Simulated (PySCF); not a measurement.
Compound: C3H5F.
SMILES: `F/C=C/C`

The calculation used EOM-IP-CCSD/aug-cc-pVDZ in PySCF, restricted Hartree–Fock reference, frozen core, non-relativistic, gas phase, PBE0-D3(BJ)/def2-SVP geometry.

The vertical ionisation energies are 9.73, 13.08, 13.60, 14.27, 14.66, 16.14, 16.56, 17.82 eV.

Q: Which Hartree–Fock orbital leads each hole, and what is its Koopmans value −ε?

A: 
```json
{"leading hole (HF orbital)": "HOMO", "Koopmans (eV)": "9.86", "EOM-IP-CCSD (eV)": "9.73", "change (eV)": "-0.13", "one-hole share": "0.97"}
{"leading hole (HF orbital)": "HOMO-1", "Koopmans (eV)": "14.11", "EOM-IP-CCSD (eV)": "13.08", "change (eV)": "-1.03", "one-hole share": "0.96"}
{"leading hole (HF orbital)": "HOMO-2", "Koopmans (eV)": "15.17", "EOM-IP-CCSD (eV)": "13.60", "change (eV)": "-1.57", "one-hole share": "0.95"}
{"leading hole (HF orbital)": "HOMO-3", "Koopmans (eV)": "15.53", "EOM-IP-CCSD (eV)": "14.27", "change (eV)": "-1.26", "one-hole share": "0.95"}
{"leading hole (HF orbital)": "HOMO-4", "Koopmans (eV)": "15.61", "EOM-IP-CCSD (eV)": "14.66", "change (eV)": "-0.95", "one-hole share": "0.95"}
{"leading hole (HF orbital)": "HOMO-6", "Koopmans (eV)": "18.74", "EOM-IP-CCSD (eV)": "16.14", "change (eV)": "-2.60", "one-hole share": "0.93"}
{"leading hole (HF orbital)": "HOMO-5", "Koopmans (eV)": "18.57", "EOM-IP-CCSD (eV)": "16.56", "change (eV)": "-2.01", "one-hole share": "0.94"}
{"leading hole (HF orbital)": "HOMO-7", "Koopmans (eV)": "19.78", "EOM-IP-CCSD (eV)": "17.82", "change (eV)": "-1.96", "one-hole share": "0.94"}
```

Q: Does the order of the lines follow the orbital energies?

A: No: the HOMO-6 hole (16.14 eV) falls below the HOMO-5 hole (16.56 eV). The corrections run from -2.60 to -0.13 eV, with a mean of -1.44 eV over the 8 lines; no line lies above its Koopmans value.

Q: At what kinetic energies would He II light (40.81 eV) eject these electrons?

A: 31.08 eV (HOMO), 27.73 eV (HOMO-1), 27.21 eV (HOMO-2), 26.54 eV (HOMO-3), 26.15 eV (HOMO-4), 24.67 eV (HOMO-6), 24.25 eV (HOMO-5), 22.99 eV (HOMO-7).

Q: What total energy has the lowest final state, and which wavelength reaches it?

A: E(CCSD) + ionisation energy = -216.61401 + 0.35752 = -216.25649 Eh, at the geometry of the initial state. The threshold wavelength is 1239.84 eV nm/9.73 eV = 127.4 nm.

One root was sought for each valence orbital with −ε under 21 eV, eight at most, so deeper holes and satellites are missing; no vibrational structure.

On one thread, x86-64 server, shared host, this took 1.9 min wall.
